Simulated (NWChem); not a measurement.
Everything below was run with NWChem. System: nitric oxide (NO), charge 0, spin multiplicity 2, at a geometry optimised with UPBE0/def2-SVP. Its SCF solution wasn't tested for a lower state. Level: UHF/cc-pVTZ.

Output (cleaned and shortened):

```
             Northwest Computational Chemistry Package (NWChem) 7.3.0
             --------------------------------------------------------

                                NWChem Input Module
                                -------------------

 Scaling coordinates for geometry "geometry" by  1.889725989
 (inverse scale =  0.529177249)

 Turning off AUTOSYM since
 SYMMETRY directive was detected!

                             Geometry "geometry" -> ""
                             -------------------------

 Output coordinates in angstroms (scale by  1.889725989 to convert to a.u.)

  No.       Tag          Charge          X              Y              Z
 ---- ---------------- ---------- -------------- -------------- --------------
    1 N                    7.0000     0.00000000     0.00000000     0.60926500
    2 O                    8.0000     0.00000000     0.00000000    -0.53310700

 Effective nuclear repulsion energy (a.u.)      25.9406970269

            Nuclear Dipole moment (a.u.)
            ----------------------------
        X                 Y               Z
 ---------------- ---------------- ----------------
     0.0000000000     0.0000000000    -0.0000018897

      Symmetry information
      --------------------

 Group name             C2v
 Group number             16
 Group order               4
 No. of unique centers     2

      Symmetry unique atoms

     1    2


 Summary of "ao basis" -> "" (spherical)
 ------------------------------------------------------------------------------
       Tag                 Description            Shells   Functions and Types
 ---------------- ------------------------------  ------  ---------------------
 *                          cc-pvtz                   on all atoms

 Summary of "ao basis" -> "ao basis" (spherical)
 ------------------------------------------------------------------------------
       Tag                 Description            Shells   Functions and Types
 ---------------- ------------------------------  ------  ---------------------
 N                          cc-pvtz                 10       30   4s3p2d1f
 O                          cc-pvtz                 10       30   4s3p2d1f

                                 NWChem SCF Module
                                 -----------------

  ao basis        = "ao basis"
  functions       =    60
  atoms           =     2
  alpha electrons =     8
  beta  electrons =     7
  charge          =   0.00
  wavefunction    = UHF
  use symmetry    = T
  symmetry adapt  = T

 Summary of "ao basis" -> "ao basis" (spherical)
 ------------------------------------------------------------------------------
       Tag                 Description            Shells   Functions and Types
 ---------------- ------------------------------  ------  ---------------------
 N                          cc-pvtz                 10       30   4s3p2d1f
 O                          cc-pvtz                 10       30   4s3p2d1f

      Symmetry analysis of basis
      --------------------------

        a1         26
        a2          6
        b1         14
        b2         14

 Forming initial guess at       0.1s

   Symmetry analysis of molecular orbitals - initial alpha
   -------------------------------------------------------

  Numbering of irreducible representations:

     1 a1          2 a2          3 b1          4 b2

  Orbital symmetries:

     1 a1          2 a1          3 a1          4 a1          5 b2
     6 b1          7 a1          8 b2          9 b1         10 a1
    11 b2         12 b1         13 a1         14 a1         15 a1
    16 b2         17 b1         18 a2

   Symmetry analysis of molecular orbitals - initial beta
   ------------------------------------------------------

  Numbering of irreducible representations:

     1 a1          2 a2          3 b1          4 b2

  Orbital symmetries:

     1 a1          2 a1          3 a1          4 a1          5 b1
     6 b2          7 a1          8 b1          9 b2         10 a1
    11 b1         12 b2         13 a1         14 a1         15 a1
    16 b1         17 b2         18 a2

 Starting SCF solution at       0.1s

 ----------------------------------------------
[...]
     9      0.424741  1 N  py                12      0.360538  1 N  py
    39     -0.353192  2 O  py                42     -0.342320  2 O  py
     6      0.312133  1 N  py                36     -0.277672  2 O  py

 Vector    9  Occ=0.000000D+00  E= 9.345972D-02  Symmetry=b1
              MO Center= -4.6D-15, -5.2D-17,  2.0D-01, r^2= 1.4D+00
   Bfn.  Coefficient  Atom+Function         Bfn.  Coefficient  Atom+Function
  ----- ------------  ---------------      ----- ------------  ---------------
    11      0.598826  1 N  px                41     -0.518488  2 O  px
     8      0.338543  1 N  px                38     -0.299030  2 O  px
     5      0.256531  1 N  px                35     -0.241888  2 O  px

 Vector   10  Occ=0.000000D+00  E= 3.786915D-01  Symmetry=a1
              MO Center= -1.1D-16,  2.0D-15,  2.8D-01, r^2= 3.5D+00
   Bfn.  Coefficient  Atom+Function         Bfn.  Coefficient  Atom+Function
  ----- ------------  ---------------      ----- ------------  ---------------
    34     -3.789436  2 O  s                  4      3.633439  1 N  s
    13     -2.635074  1 N  pz                43     -1.865239  2 O  pz
    10     -0.441402  1 N  pz                21      0.338652  1 N  d  0
    40     -0.303026  2 O  pz                51     -0.219405  2 O  d  0
    32     -0.205664  2 O  s

 Vector   11  Occ=0.000000D+00  E= 5.683039D-01  Symmetry=b2
              MO Center= -5.1D-16, -7.7D-15,  6.5D-01, r^2= 2.3D+00
   Bfn.  Coefficient  Atom+Function         Bfn.  Coefficient  Atom+Function
  ----- ------------  ---------------      ----- ------------  ---------------
    12      1.269539  1 N  py                 9     -0.720062  1 N  py
     6     -0.206229  1 N  py                39     -0.163169  2 O  py

                     UHF Final Beta Molecular Orbital Analysis
                     -----------------------------------------

 Vector    5  Occ=1.000000D+00  E=-6.593478D-01  Symmetry=b1
              MO Center= -1.8D-16, -1.4D-16, -2.1D-01, r^2= 7.8D-01
   Bfn.  Coefficient  Atom+Function         Bfn.  Coefficient  Atom+Function
  ----- ------------  ---------------      ----- ------------  ---------------
    38      0.389055  2 O  px                35      0.298570  2 O  px
    41      0.251735  2 O  px                 8      0.215072  1 N  px
     5      0.159754  1 N  px

 Vector    6  Occ=1.000000D+00  E=-6.533667D-01  Symmetry=a1
              MO Center=  3.3D-16, -3.8D-16,  5.3D-01, r^2= 1.1D+00
   Bfn.  Coefficient  Atom+Function         Bfn.  Coefficient  Atom+Function
  ----- ------------  ---------------      ----- ------------  ---------------
     4      0.445442  1 N  s                 10      0.299109  1 N  pz
     2      0.269827  1 N  s                 40     -0.264305  2 O  pz
     7      0.257855  1 N  pz                37     -0.208910  2 O  pz
    43     -0.179522  2 O  pz

 Vector    7  Occ=1.000000D+00  E=-6.138861D-01  Symmetry=b2
              MO Center= -6.0D-17, -7.5D-16, -2.2D-01, r^2= 8.0D-01
   Bfn.  Coefficient  Atom+Function         Bfn.  Coefficient  Atom+Function
  ----- ------------  ---------------      ----- ------------  ---------------
    39      0.382768  2 O  py                36      0.296050  2 O  py
    42      0.266759  2 O  py                 9      0.204014  1 N  py
     6      0.155055  1 N  py

 Vector    8  Occ=0.000000D+00  E= 1.179876D-01  Symmetry=b1
              MO Center=  6.3D-15, -1.0D-16,  3.6D-01, r^2= 1.4D+00
   Bfn.  Coefficient  Atom+Function         Bfn.  Coefficient  Atom+Function
  ----- ------------  ---------------      ----- ------------  ---------------
    11      0.680885  1 N  px                41     -0.475864  2 O  px
     8      0.328913  1 N  px                 5      0.262645  1 N  px
    38     -0.262150  2 O  px                35     -0.211461  2 O  px

 Vector    9  Occ=0.000000D+00  E= 1.646929D-01  Symmetry=b2
              MO Center=  4.8D-17, -6.1D-16,  3.8D-01, r^2= 1.5D+00
   Bfn.  Coefficient  Atom+Function         Bfn.  Coefficient  Atom+Function
  ----- ------------  ---------------      ----- ------------  ---------------
    12      0.735663  1 N  py                42     -0.505832  2 O  py
     9      0.300591  1 N  py                 6      0.254067  1 N  py
    39     -0.250858  2 O  py                36     -0.205732  2 O  py

 Vector   10  Occ=0.000000D+00  E= 3.860979D-01  Symmetry=a1
              MO Center=  1.1D-15, -2.9D-16,  2.7D-01, r^2= 3.6D+00
   Bfn.  Coefficient  Atom+Function         Bfn.  Coefficient  Atom+Function
  ----- ------------  ---------------      ----- ------------  ---------------
    34     -3.879319  2 O  s                  4      3.742236  1 N  s
    13     -2.679642  1 N  pz                43     -1.891220  2 O  pz
    10     -0.440571  1 N  pz                21      0.363197  1 N  d  0
    40     -0.301301  2 O  pz                51     -0.233463  2 O  d  0
    32     -0.209948  2 O  s

 center of mass
 --------------
 x =   0.00000000 y =   0.00000000 z =   0.00028864

 moments of inertia (a.u.)
 ------------------
          34.795719446386           0.000000000000           0.000000000000
           0.000000000000          34.795719446386           0.000000000000
           0.000000000000           0.000000000000           0.000000000000

  Mulliken analysis of the total density
  --------------------------------------

    Atom       Charge   Shell Charges
 -----------   ------   -------------------------------------------------------
    1 N    7     6.92   1.95  1.02  0.24  0.65  0.87  1.49  0.58  0.02  0.08  0.01
    2 O    8     8.08   1.95  1.04  0.24  0.54  1.22  2.08  0.96  0.01  0.05  0.00

  Mulliken analysis of the alpha density
  --------------------------------------

    Atom       Charge   Shell Charges
 -----------   ------   -------------------------------------------------------
    1 N    7     3.90   0.98  0.53  0.12  0.31  0.58  0.96  0.37  0.01  0.04  0.00
    2 O    8     4.10   0.97  0.52  0.12  0.27  0.65  1.07  0.46  0.00  0.02  0.00

   Mulliken analysis of the beta density
   -------------------------------------

    Atom       Charge   Shell Charges
 -----------   ------   -------------------------------------------------------
    1 N    7     3.01   0.98  0.49  0.11  0.34  0.30  0.53  0.21  0.01  0.04  0.01
    2 O    8     3.99   0.98  0.51  0.12  0.27  0.57  1.00  0.50  0.00  0.02  0.00

   Mulliken analysis of the spin density
   -------------------------------------

    Atom       Charge   Shell Charges
 -----------   ------   -------------------------------------------------------
    1 N    7     0.89  -0.00  0.04  0.01 -0.03  0.28  0.43  0.15 -0.00 -0.00 -0.00
    2 O    8     0.11  -0.00  0.01  0.00 -0.01  0.08  0.07 -0.05  0.00  0.00  0.00

       Multipole analysis of the density wrt the origin
       ------------------------------------------------

     L   x y z        total         alpha         beta         nuclear
     -   - - -        -----         -----         ----         -------
     0   0 0 0     -0.000000     -8.000000     -7.000000     15.000000

     1   1 0 0     -0.000000     -0.000000     -0.000000      0.000000
     1   0 1 0      0.000000      0.000000      0.000000      0.000000
     1   0 0 1      0.093522     -0.384059      0.477583     -0.000002

     2   2 0 0     -7.121611     -3.726465     -3.395146      0.000000
     2   1 1 0      0.000000      0.000000      0.000000      0.000000
     2   1 0 1     -0.000000     -0.000000      0.000000      0.000000
     2   0 2 0     -7.863683     -4.508159     -3.355524      0.000000
     2   0 1 1     -0.000000     -0.000000     -0.000000      0.000000
     2   0 0 2     -8.343545    -13.835999    -11.905956     17.398409

 Task  times  cpu:        1.0s     wall:        1.0s

 Total times  cpu:        1.1s     wall:        1.1s
```

**Question.** Write an NWChem input that would produce this output.

**Answer.** This is not unique; one that fits is 
```
start mol
memory heap 200 mb stack 800 mb global 1000 mb
geometry units angstroms nocenter noautoz
  N      0.000000     0.000000     0.609265
  O      0.000000     0.000000    -0.533107
  symmetry group C2v
end
basis spherical
  * library cc-pvtz
end
scf
  uhf
  nopen 1
  maxiter 100
  thresh 1e-7
  semidirect memsize 60000000 filesize 0
  # guess.movecs holds the orbitals of an unrestricted PBE0 run
  vectors input guess.movecs output mol.movecs
end
task scf energy
```
